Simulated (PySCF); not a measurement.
Isomers of C4H9N, one GFN2-xTB conformer each. Single-point energies are computed at PBE0/pcSseg-1 (PySCF, gas phase, no added dispersion term), electronic only.

Problem. Rank them by PBE0/pcSseg-1 energy, lowest first (kcal/mol).
A. `[CH3:1][CH2:2][C@@H:3]1[CH2:4][NH:5]1` with C1–C2–C3–C4 -87°
B. `[CH3:1]/[CH:2]=[N:3]/[CH2:4][CH3:5]` with C2–N3–C4–C5 120°

Solution. B (0.0), A (13.2).

As drawn, the lower has a C=N bond, which the higher lacks; the higher has a three-membered ring and an N–H bond, which the lower lacks. GFN2-xTB itself gives, in the same order: 0.0, 5.7. Both levels put the same isomer lowest.

Problem. Which frontier levels, dipoles and rotational constants go with these structures?

Solution. 
| SMILES | HOMO (eV, PBE0/pcSseg-1) | LUMO (eV) | dipole (D) | A, B, C (MHz) |
| --- | --- | --- | --- | --- |
| C/C=N/CC | -7.03 | 0.26 | 1.36 | 17902, 2336, 2251 |
| CC[C@@H]1CN1 | -6.80 | 1.55 | 1.80 | 12568, 3190, 2885 |
